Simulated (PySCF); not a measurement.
B3LYP has the VWN-RPA correlation part, as in Gaussian. 

```xyz
6

C     -0.4883     0.0014     0.0018
C      0.9709    -0.0027    -0.0036
N      2.1289    -0.0060    -0.0079
H     -0.8753    -0.6573    -0.7902
H     -0.8679    -0.3548     0.9714
H     -0.8683     1.0195    -0.1714
```

Charge 0, multiplicity 1.

**Question.** Give the Mulliken and meta-Löwdin atomic charges from B3LYP-D3(BJ)/def2-TZVP // B3LYP-D3(BJ)/def2-SVP in PySCF 2.14.0.

**Answer.** 
```tsv
atom	Mulliken (e)	meta-Löwdin (e)
C1	-0.26	-0.34
C2	-0.19	0.11
N3	-0.01	-0.23
H4	0.15	0.15
H5	0.15	0.15
H6	0.15	0.15
```
